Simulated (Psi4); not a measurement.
# N2H3 (hydrazinyl radical) at UB2PLYP/def2-TZVP (density fitting for correlation)

What is the vertical ionisation energy of N2H3 (hydrazinyl radical) at UB2PLYP/def2-TZVP (density fitting for correlation)? 

Program for the calculation: Psi4 1.11.

### 1 The structure to begin with

N2H3: 5 atoms, total charge 0, spin state doublet. As SMILES, `[NH]N`. Geometry: relaxed at PBE0-D4/def2-TZVP. This is one conformer, not always the lowest.

Bond lengths: N1–N2 1.338 Å, N1–H3 1.021 Å, N2–H4 1.008 Å, N2–H5 1.012 Å. Angles: N1–N2–H4 113.9°, N1–N2–H5 120.9°, N2–N1–H3 106.1°, H4–N2–H5 114.6°.

### 2 A single-point energy at UB2PLYP/def2-TZVP (density fitting for correlation)

input.json

```json
{
  "schema_name": "qcschema_input",
  "schema_version": 1,
  "molecule": {
    "schema_name": "qcschema_molecule",
    "schema_version": 2,
    "symbols": ["N", "N", "H", "H", "H"],
    "geometry": [-0.35451262, -1.54589046, 0.85801125, -0.24313216, 0.44523837, -0.69626959, 1.4358895, -1.79797992, 1.53307811, -1.94821315, 1.11928478, -1.20948141, 1.10994954, 1.77932832, -0.48533836],
    "molecular_charge": 0,
    "molecular_multiplicity": 2,
    "fix_symmetry": "c1"
  },
  "driver": "energy",
  "model": {
    "method": "b2plyp",
    "basis": "def2-TZVP"
  },
  "keywords": {
    "reference": "uks",
    "puream": true,
    "e_convergence": 1e-09,
    "d_convergence": 1e-08,
    "scf_type": "pk",
    "dft_radial_points": 99,
    "dft_spherical_points": 590,
    "num_frozen_docc": 2,
    "maxiter": 100
  }
}
```

Run with:

```sh
psi4 --qcschema input.json -n 1 --memory 2200MB
```

stdout:

```text
[...]
  Running in c1 symmetry.
[...]
  Nuclear repulsion =   36.727994691660108
[...]
  Multiplicity = 2
[...]
  Nalpha       = 9
  Nbeta        = 8
[...]
    Number of basis functions: 80
[...]
   @UKS iter   1:  -110.93539327593119   -4.06041e-01   6.32258e-03 ADIIS/DIIS
[...]
   @UKS iter  15:  -111.05625862399876   -1.76215e-12   2.86382e-09 DIIS
[...]
   @S^2 Observed:                7.584299173E-01
[...]
    Orbital Energies [Eh]
    ---------------------
    Alpha Occupied:
       1A    -14.880132     2A    -14.851157     3A     -1.123181
       4A     -0.850783     5A     -0.631358     6A     -0.547537
       7A     -0.478750     8A     -0.369541     9A     -0.258975
    Alpha Virtual:
      10A      0.063569    11A      0.102270    12A      0.138906
      13A      0.298236    14A      0.351558    15A      0.378890
      16A      0.422850    17A      0.428821    18A      0.457364
      19A      0.475591    20A      0.494458    21A      0.535006
      22A      0.577422    23A      0.592638    24A      0.646112
      25A      0.932093    26A      1.039543    27A      1.108000
[...]
  @UKS Final Energy:  -111.05625862399876
   => Energetics <=
    Nuclear Repulsion Energy =             36.7279946916601077
    One-Electron Energy =                -222.9541549066996140
    Two-Electron Energy =                  82.3119145781605255
    DFT Exchange-Correlation Energy =      -7.1420129871197782
    Empirical Dispersion Energy =           0.0000000000000000
    VV10 Nonlocal Energy =                  0.0000000000000000
    Total Energy =                       -111.0562586239987581
[...]
 Multipole Moments:
 ------------------------------------------------------------------------------------
     Multipole            Electronic (a.u.)      Nuclear  (a.u.)        Total (a.u.)
 ------------------------------------------------------------------------------------
 L = 1.  Multiply by 2.5417464519 to convert [e a0] to [Debye]
 Dipole X            :         -0.1950642            0.6691287            0.4740644
 Dipole Y            :         -0.3362140            1.2323074            0.8960934
 Dipole Z            :          0.0717804           -0.1810898           -0.1093094
 Magnitude           :                                                    1.0196416
[...]
```

The result, in JSON:

```text
{
 "driver": "energy",
 "model": {
  "method": "b2plyp",
  "basis": "def2-TZVP"
 },
 "success": true,
 "return_result": -111.18462042879311,
 "properties": {
  "calcinfo_nbasis": 80,
  "calcinfo_nmo": 80,
  "calcinfo_nalpha": 9,
  "calcinfo_nbeta": 8,
  "calcinfo_natom": 5,
  "nuclear_repulsion_energy": 36.72799469166011,
  "return_energy": -111.18462042879311,
  "scf_one_electron_energy": -222.9541549066996,
  "scf_two_electron_energy": 82.31191457816053,
  "scf_xc_energy": -7.142012987119778,
  "scf_dipole_moment": [0.47406441704880137, 0.8960933856672932, -0.109309371579762],
  "scf_total_energy": -111.05625862399876,
  "scf_iterations": 15
 }
}
```

Run time: 35 s. Hardware: 1 thread of Intel Xeon at 2.50GHz (Skylake/Cascade Lake), shared host; peak memory 0.91 GiB.

### 3 The singlet cation at the same level

run.py

```python
import numpy as np
from ase.calculators.psi4 import Psi4
from ase import Atoms

atoms = Atoms(['N', 'N', 'H', 'H', 'H'], positions=[
    [-0.187600, -0.818050, 0.454040],
    [-0.128660, 0.235610, -0.368450],
    [0.759840, -0.951450, 0.811270],
    [-1.030950, 0.592300, -0.640030],
    [0.587360, 0.941580, -0.256830],
])
calc = Psi4(atoms=atoms, method='b2plyp', basis='def2-TZVP', memory='2200MB', num_threads=1, charge=1, multiplicity=1, label='calc')
calc.psi4.set_options({'puream': True, 'e_convergence': 1e-09, 'd_convergence': 1e-08, 'scf_type': 'pk', 'dft_radial_points': 99, 'dft_spherical_points': 590, 'num_frozen_docc': 2})
atoms.calc = calc

print(f'energy: {atoms.get_potential_energy():.6f} eV')
```

Run with:

```sh
python run.py
```

calc.dat:

```text
[...]
  Running in c1 symmetry.
[...]
  Nuclear repulsion =   36.727994683701468
[...]
  Multiplicity = 1
[...]
  Nalpha       = 8
  Nbeta        = 8
[...]
    Number of basis functions: 80
[...]
   @RKS iter   1:  -110.72615952312661   -1.96807e-01   2.72947e-03 DIIS/ADIIS
[...]
   @RKS iter  11:  -110.74991807273072   -2.16005e-12   5.49484e-09 DIIS
[...]
    Orbital Energies [Eh]
    ---------------------
    Doubly Occupied:
       1A    -15.267022     2A    -15.264800     3A     -1.472951
       4A     -1.180742     5A     -0.974403     6A     -0.894518
       7A     -0.763153     8A     -0.711564
[...]
  @RKS Final Energy:  -110.74991807273072
   => Energetics <=
    Nuclear Repulsion Energy =             36.7279946837014677
    One-Electron Energy =                -216.8929056502786636
    Two-Electron Energy =                  76.3677047311774118
    DFT Exchange-Correlation Energy =      -6.9527118373309325
    Empirical Dispersion Energy =           0.0000000000000000
    VV10 Nonlocal Energy =                  0.0000000000000000
    Total Energy =                       -110.7499180727307220
[...]
 Multipole Moments:
 ------------------------------------------------------------------------------------
     Multipole            Electronic (a.u.)      Nuclear  (a.u.)        Total (a.u.)
 ------------------------------------------------------------------------------------
 L = 1.  Multiply by 2.5417464519 to convert [e a0] to [Debye]
 Dipole X            :         -0.0996757            0.6691287            0.5694529
 Dipole Y            :         -0.3596280            1.2323074            0.8726794
 Dipole Z            :          0.1060239           -0.1810898           -0.0750659
 Magnitude           :                                                    1.0447396
[...]
```

The script printed:

```text
energy: -3017.311098 eV
```

Run time: 17 s. Hardware: 1 thread of Intel Xeon at 2.50GHz (Skylake/Cascade Lake), shared host; peak memory 0.93 GiB.

### 4 Outcome

At UB2PLYP/def2-TZVP (density fitting for correlation), 2 core orbitals frozen:

```
                                                              quantity          value
                                            doublet N2H3: total energy  -111.18462 Eh
doublet N2H3: HOMO energy (SCF part's orbitals) (highest over α and β)       -7.05 eV
 doublet N2H3: LUMO energy (SCF part's orbitals) (lowest over α and β)        1.20 eV
                                                    doublet N2H3: ⟨S²⟩          0.758
                                          singlet cation: total energy  -110.88414 Eh
                     singlet cation: HOMO energy (SCF part's orbitals)      -19.36 eV
                     singlet cation: LUMO energy (SCF part's orbitals)       -9.57 eV
                   singlet cation: HOMO–LUMO gap (SCF part's orbitals)        9.79 eV
                    vertical ionisation energy (to the singlet cation)       8.177 eV
```

**Reading.** Removing an electron at fixed nuclei costs 8.18 eV (789 kJ/mol). Only the singlet of the ionised species was computed; a triplet could lie lower.
